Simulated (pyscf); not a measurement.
Routes from `[OH][GeH2][F]` + `[H][H]`

Candidate steps break at most two bonds and form at most two. Each was searched with GFN2-xTB (tblite) first. Structures and frequencies: ωB97X-D3(BJ)/def2-SVP in PySCF. Energies: ωB97M-D3(BJ)/def2-TZVP, kcal/mol, from the separated reactants, singlet surface; ΔG‡ with ideal gas, 1 atm, RRHO with modes under 100 cm⁻¹ raised to 100, one conformer, R ln 2 for chiral ones without a mode under 150 cm⁻¹.

```tsv
products	type	ΔE‡	ΔE	ΔG‡ 298 K	ΔG‡ 900 K	ν‡ (cm⁻¹)
F–GeH₃ + H₂O	four-centre exchange	42.4	+5.7	51.8	70.8	1392i
HO–GeH₃ + HF	four-centre exchange	45.9	+14.7	55.7	74.9	1160i
```

Row 1: On the product side the descent ends in a complex, 5.2 kcal/mol under the separated species and 41.6 kcal/mol under the saddle at ωB97X-D3(BJ)/def2-TZVP. 

Plain bond fissions and candidates not yet searched are not listed, and one of them may be faster. Each barrier is that of the saddle found; lower ones may exist. Elements up to Kr have no core potential and no relativistic terms here.
